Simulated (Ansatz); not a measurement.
CH$_{6}$BP, SMILES `CBP`, relaxed with RKS PBE-D4/def2-SVP in Ansatz 0.2.0 from a rough embedded geometry. The force threshold is 0.03 eV/Å; the program also tests the step.

Charge 0, multiplicity 1.

Start:

```xyz
9

C     0.361    1.219   -0.414
B     0.336   -0.233    0.032
P    -1.346   -1.086    0.406
H    -0.180    1.361   -1.321
H     1.407    1.606   -0.621
H    -0.093    1.929    0.376
H     1.369   -0.844    0.153
H    -0.980   -2.291   -0.337
H    -0.874   -1.661    1.725
```

Q: How much energy does the relaxation release, and in how many steps? (Best estimate.)

A: The calculation gave: 0.60 eV, in 15 steps, 1 of them rejected.

Q: Which bonds change most? (An estimate is asked.)

A: Ansatz gave: P3–H9 from 1.514 to 1.433 Å; C1–B2 from 1.519 to 1.568 Å; C1–H4 from 1.065 to 1.113 Å; C1–H6 from 1.155 to 1.108 Å.

Q: Give the relaxed structure. (Best estimate.)

A: Computed: 
```xyz
9

C     0.351    1.216   -0.262
B     0.271   -0.342   -0.416
P    -1.127   -1.395    0.286
H     0.357    1.708   -1.261
H     1.347    1.463    0.174
H    -0.428    1.689    0.367
H     1.056   -0.920   -1.151
H    -0.463   -2.597    0.686
H    -1.364   -0.821    1.577
```
